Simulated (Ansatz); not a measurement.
Born–Oppenheimer molecular dynamics of C3H8O2S (14 atoms, charge 0, multiplicity 1). It goes on from the last frame of an earlier run, with new velocities.

All numbers below come from Ansatz, UKS B3LYP-D4/STO-3G.

```yaml
ensemble: NVT, Langevin thermostat
time_step: 0.25 fs
steps_asked: 150
set_temperature: 400 K
friction: 0.001 /fs
temperature_schedule: 37 steps to 400 K, then 113 steps to 1200 K
seed: 558285
```

First frame:

```xyz
14
Properties=species:S:1:pos:R:3
C -1.703 0.769 -0.768
O -0.690 1.087 0.550
C 0.513 0.060 0.363
C 0.242 -1.382 0.142
O 1.448 0.519 -0.780
S 1.244 0.528 2.018
H -2.726 0.382 -0.442
H -1.927 1.591 -1.509
H -1.220 -0.071 -1.459
H 1.014 -1.593 -0.626
H 0.297 -1.919 1.002
H -0.803 -1.450 -0.126
H 1.523 1.579 -0.693
H 2.530 0.857 1.916
```

(1) What does the run give?

(2) What happens to the structure?

(3) How do temperature and energy run in time?

## Answers

(1) The run went to its last step.

```
steps done                                               : 150
time covered                                             : 37.5 fs
mean temperature over the second half                    : 965 K
spread of the potential energy over the second half      : 22.3 meV per atom
mean potential energy of the second half above the start : -75.2 meV per atom
```

The schedule's set-point averaged 935 K over the second half and the system 965 K. A run of 0.037 ps of so small a system gives no equilibrium averages. Limits of this set-up: minimal basis.

(2) The same pairs are bonded in the first frame and the last. Pairs count as bonded within 1.25 times the sum of covalent radii (0.12 Å more for H–H). Another seed would give other details.

(3) 
```tsv
time (fs)	T (K)	potential energy less start (eV)
0.0	371	0.000
1.8	559	-0.339
3.5	847	-0.862
5.2	897	-0.974
7.0	1140	-1.401
8.8	1227	-1.511
10.5	1004	-1.144
12.2	1011	-1.149
14.0	833	-0.815
15.8	573	-0.330
17.5	636	-0.456
19.2	742	-0.667
21.0	855	-0.859
22.8	1132	-1.374
24.5	1285	-1.624
26.2	1175	-1.407
28.0	1078	-1.262
29.8	951	-1.025
31.5	769	-0.700
33.2	759	-0.705
35.0	852	-0.860
36.8	938	-1.024
```

Time of the run: 11 min on 1 thread of Arm Neoverse V2, with other jobs on the host, peak memory 0.17 GiB.
